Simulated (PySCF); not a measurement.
Compound: silanamine, H5NSi.
Atom-mapped SMILES: `[NH2:1][SiH3:2]` (hydrogens: H3, H4 on N1; H5, H6, H7 on Si2)

Theory: PBE0-D3(BJ)/def2-TZVP geometry optimisation, gas phase (PySCF 2.14.0).

Give the optimised bond lengths and angles.

```tsv
bond	length (pm)
N1–Si2	172.1
N1–H3, N1–H4	100.8
Si2–H5, Si2–H6, Si2–H7	148.8
```

Bonds in one row agree within 1 pm and their mean is given. A selection of angles:
```tsv
angle	degrees
Si2–N1–H3	119.2
H3–N1–H4	110.4
N1–Si2–H5	107.9
N1–Si2–H7	115.9
H5–Si2–H6	110.4
H5–Si2–H7	107.3
```

N1 (silicon-bound nitrogen) has angles 119.2°, 119.2° and 110.4°, sum 348.9°, 0.23 Å off the plane of its three neighbours. Si2 (SiH3 silicon) is distorted tetrahedral (angles from 107.3° to 115.9°).

Point group: Cs (tolerance 0.08 Å). Not checked by PBE0-D3(BJ)/def2-TZVP frequencies.
